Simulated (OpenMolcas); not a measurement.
# SF⁻ at 1.774 Å: OpenMolcas input and output

Input (each module block was a call of its own in one work directory; start orbitals came from a preliminary run):

```
&GATEWAY
Coord
2
angstrom
S 0.0 0.0 0.0
F 0.0 0.0 1.7740
Basis=ANO-RCC-VTZP
Group=XY
RX2C
AMFI
ANGMom
0.0 0.0 0.0
RICD
&SEWARD
&GUESSORB
* RASSCF and CASPT2 blocks for each multiplicity and irrep, as for the first:
&RASSCF
FileOrb=$CurrDir/o11.orb
Symmetry=1
Spin=1
nActEl=10 0 0
Inactive=6 2
RAS2=2 4
CIRoot=3 3 1
Linear
Iterations=120 100
OrbListing=Nothing
PRWF=0.15
>>COPY $Project.RasOrb $CurrDir/o11.orb
>>COPY $Project.rasscf.h5 $CurrDir/r11.h5
&CASPT2
XMultistate=all
Imaginary=0.2
IPEA=0.25
MaxIter=40
>>COPY $Project.JobMix JOB001
&RASSI
Nr of JobIphs=4 3 2 2 2
1 2 3
1 2
1 2
1 2
SpinOrbit
EJob
Omega
MEES
MESO
Properties=4
'AngMom' 3 'Mltpl  1' 1 'Mltpl  1' 2 'Mltpl  1' 3
Thrs=1.0d-4
>>COPY $Project.rassi.h5 $CurrDir/so.h5
```

```bash
pymolcas m.inp
```

C2 symmetry about the axis (a holds Σ, Δ, Γ; b holds Π, Φ, H; Σ⁺ and Σ⁻ are not told apart); roots by multiplicity and irrep: 1a 3, 3b 2, 1b 2, 3a 2.

RASSI part of the output, in excerpt:

```
SPIN-FREE ENERGIES:
  (Shifted by EMIN (a.u.) =       -498.6475637854)
 SF State       Relative EMIN(au)   Rel lowest level(eV)    D:o, cm**(-1)      Abs_M
     1             0.0000000000        0.0000000000              0.0000         0.0
     4             0.0864943575        2.3536313711          18983.3172         1.0
     5             0.0864944069        2.3536327143          18983.3281         1.0
     6             0.1156960599        3.1482501734          25392.3501         1.0
     7             0.1156960802        3.1482507267          25392.3546         1.0
     8             0.2008617224        5.4657259102          44084.0525         0.0
     2             0.2262733691        6.1572120449          49661.2643         2.0
     3             0.2270087175        6.1772218935          49822.6546         2.0
     9             0.2828607664        7.6970335692          62080.7624         0.0
++ Dipole transition strengths (spin-free states):
     for osc. strength at least  1.00000000E-05
      From   To        Osc. strength     Einstein coefficients Ax, Ay, Az (sec-1)    Total A (sec-1)
         1    6       1.86266879E-03  8.01093960E+05  3.72228614E-01  0.00000000E+00  8.01094333E+05
         1    7       1.86266936E-03  3.72123256E-01  8.01094485E+05  0.00000000E+00  8.01094857E+05
         4    8       5.11075381E-04  2.11098993E+05  3.68409118E+03  0.00000000E+00  2.14783084E+05
         4    9       1.59652879E-02  3.39274659E+05  1.94405316E+07  0.00000000E+00  1.97798063E+07
         5    8       5.11075096E-04  3.68408511E+03  2.11098693E+05  0.00000000E+00  2.14782779E+05
         5    9       1.59652840E-02  1.94405170E+07  3.39274402E+05  0.00000000E+00  1.97797914E+07
         6    2       4.27449436E-04  1.64725191E+05  3.20456922E+03  0.00000000E+00  1.67929760E+05
         6    3       4.30291377E-04  3.26903654E+03  1.68033041E+05  0.00000000E+00  1.71302077E+05
         7    2       4.27448745E-04  3.20467650E+03  1.64724750E+05  0.00000000E+00  1.67929427E+05
         7    3       4.30291949E-04  1.68033315E+05  3.26892746E+03  0.00000000E+00  1.71302243E+05
 Electric-quadrupole - electric-quadrupole not included
 Electric-dipole - electric-octupole not included
 Electric-dipole - magnetic-quadrupole not included
   Eigenvalues of complex Hamiltonian:
  (Shifted by EMIN (a.u.) =       -498.6475637854)
 SO State       Relative EMIN(au)   Rel lowest level(eV)    D:o, cm**(-1)      Omega
     1            -0.0000129958        0.0000000000              0.0000         0.0
     2             0.0857067810        2.3325539538          18813.3164         2.0
     3             0.0857068015        2.3325545117          18813.3209         2.0
     4             0.0864707450        2.3533424746          18980.9871         1.0
     5             0.0864707944        2.3533438173          18980.9980         1.0
     6             0.0872756119        2.3752440167          19157.6350         0.0
     7             0.0872877932        2.3755754876          19160.3085         0.0
     8             0.1157131059        3.1490676512          25398.9435         1.0
     9             0.1157131263        3.1490682048          25398.9480         1.0
    10             0.2008649688        5.4661678816          44087.6172         0.0
    11             0.2008652923        5.4661766854          44087.6882         1.0
    12             0.2008652923        5.4661766853          44087.6882         1.0
    13             0.2262773088        6.1576728803          49664.9812         2.0
    14             0.2270126366        6.1776821710          49826.3670         2.0
    15             0.2828631984        7.6974533790          62084.1484         0.0
    16             0.2828637630        7.6974687431          62084.2724         1.0
    17             0.2828637630        7.6974687429          62084.2724         1.0
 Weights of the five most important spin-orbit-free states for each spin-orbit state.
 SO State  Total energy (au)           Spin-free states, spin, and weights
    1        -0.000013       1 0.0  0.9999    4 1.0  0.0001    5 1.0  0.0001    8 1.0  0.0000    9 1.0  0.0000
    2         0.085707       4 1.0  0.5000    5 1.0  0.5000    2 0.0  0.0000    1 0.0  0.0000    8 1.0  0.0000
    3         0.085707       4 1.0  0.5000    5 1.0  0.5000    3 0.0  0.0000    9 1.0  0.0000    1 0.0  0.0000
    4         0.086471       4 1.0  0.9993    6 0.0  0.0007    8 1.0  0.0000    7 0.0  0.0000    9 1.0  0.0000
    5         0.086471       5 1.0  0.9993    7 0.0  0.0007    8 1.0  0.0000    6 0.0  0.0000    9 1.0  0.0000
    6         0.087276       5 1.0  0.5000    4 1.0  0.5000    9 1.0  0.0000    3 0.0  0.0000    2 0.0  0.0000
    7         0.087288       5 1.0  0.4999    4 1.0  0.4999    1 0.0  0.0001    8 1.0  0.0000    2 0.0  0.0000
    8         0.115713       6 0.0  0.9993    4 1.0  0.0007    8 1.0  0.0000    5 1.0  0.0000    9 1.0  0.0000
    9         0.115713       7 0.0  0.9993    5 1.0  0.0007    8 1.0  0.0000    4 1.0  0.0000    9 1.0  0.0000
   10         0.200865       8 1.0  1.0000    5 1.0  0.0000    4 1.0  0.0000    1 0.0  0.0000    2 0.0  0.0000
   11         0.200865       8 1.0  1.0000    7 0.0  0.0000    5 1.0  0.0000    6 0.0  0.0000    4 1.0  0.0000
   12         0.200865       8 1.0  1.0000    6 0.0  0.0000    4 1.0  0.0000    7 0.0  0.0000    5 1.0  0.0000
   13         0.226277       2 0.0  1.0000    5 1.0  0.0000    4 1.0  0.0000    8 1.0  0.0000    1 0.0  0.0000
   14         0.227013       3 0.0  1.0000    5 1.0  0.0000    4 1.0  0.0000    9 1.0  0.0000    8 1.0  0.0000
   15         0.282863       9 1.0  1.0000    5 1.0  0.0000    4 1.0  0.0000    1 0.0  0.0000    3 0.0  0.0000
   16         0.282864       9 1.0  1.0000    7 0.0  0.0000    5 1.0  0.0000    4 1.0  0.0000    6 0.0  0.0000
   17         0.282864       9 1.0  1.0000    6 0.0  0.0000    4 1.0  0.0000    5 1.0  0.0000    7 0.0  0.0000
++ Dipole transition strengths (SO states):
        for osc. strength at least   1.00000000E-05
      From   To        Osc. strength     Einstein coefficients Ax, Ay, Az (sec-1)    Total A (sec-1)
         1    8       1.86184001E-03  8.01153187E+05  5.98655272E-01  0.00000000E+00  8.01153785E+05
         1    9       1.86184057E-03  5.98521347E-01  8.01153710E+05  0.00000000E+00  8.01154309E+05
         2   11       2.57394824E-04  1.87403148E+03  1.07799740E+05  0.00000000E+00  1.09673771E+05
         2   12       2.57408747E-04  1.07806017E+05  1.87368625E+03  0.00000000E+00  1.09679703E+05
         2   16       8.01441500E-03  1.44562021E+06  8.56375647E+06  0.00000000E+00  1.00093767E+07
         2   17       8.01397973E-03  8.56318296E+06  1.44565010E+06  0.00000000E+00  1.00088331E+07
         3   11       2.57408745E-04  1.07805979E+05  1.87368462E+03  0.00000000E+00  1.09679664E+05
         3   12       2.57394703E-04  1.87403088E+03  1.07799650E+05  0.00000000E+00  1.09673681E+05
         3   16       8.01398023E-03  8.56318112E+06  1.44565050E+06  0.00000000E+00  1.00088316E+07
         3   17       8.01441838E-03  1.44561992E+06  8.56375890E+06  0.00000000E+00  1.00093788E+07
         4   10       5.10812263E-04  2.11088025E+05  3.68532434E+03  0.00000000E+00  2.14773349E+05
         4   15       1.59556333E-02  3.39288342E+05  1.94338006E+07  0.00000000E+00  1.97730889E+07
         5   10       5.10811978E-04  3.68531827E+03  2.11087725E+05  0.00000000E+00  2.14773044E+05
         5   15       1.59556293E-02  1.94337859E+07  3.39288084E+05  0.00000000E+00  1.97730740E+07
         6   11       2.53645649E-04  9.76512563E+04  7.50038468E+03  0.00000000E+00  1.05151641E+05
         6   12       2.53660973E-04  7.50037030E+03  9.76576235E+04  0.00000000E+00  1.05157994E+05
         6   16       7.95128973E-03  9.17227872E+06  6.00848326E+05  0.00000000E+00  9.77312705E+06
         6   17       7.95092837E-03  6.00923205E+05  9.17175968E+06  0.00000000E+00  9.77268289E+06
         7   11       2.53726078E-04  7.50068826E+03  9.76617370E+04  0.00000000E+00  1.05162425E+05
         7   12       2.53710873E-04  9.76554206E+04  7.50070249E+03  0.00000000E+00  1.05156123E+05
         7   16       7.94926547E-03  6.00722297E+05  9.16869968E+06  0.00000000E+00  9.76942198E+06
         7   17       7.94962396E-03  9.16921453E+06  6.00648021E+05  0.00000000E+00  9.76986255E+06
         8   13       4.27035289E-04  1.64534967E+05  3.19232216E+03  0.00000000E+00  1.67727289E+05
         8   14       4.29875029E-04  3.25655134E+03  1.67839414E+05  0.00000000E+00  1.71095965E+05
         9   13       4.27034597E-04  3.19242917E+03  1.64534526E+05  0.00000000E+00  1.67726955E+05
         9   14       4.29875601E-04  1.67839688E+05  3.25644253E+03  0.00000000E+00  1.71096130E+05
 Electric-quadrupole - electric-quadrupole not included
 Electric-dipole - electric-octupole not included
 Electric-dipole - magnetic-quadrupole not included
```

Only roots inside an energy window near the equilibrium distance were included, so the list of states is not complete; labels number the states computed. Each spin and symmetry block has orbitals of its own, averaged over its own roots, so gaps between blocks are less sure than gaps within one and near the minimum can be off by tenths of an eV, in bad cases by more. No Rydberg orbitals are active, so Rydberg states, and σ→σ* states whose orbital the CASSCF left unused, can be missing between those listed. CASPT2 splits the two components of degenerate states numerically, here by up to 161 cm⁻¹. For an anion, states above the electron-detachment threshold (often below 1 to 3 eV) are held by the basis set and are not bound levels.
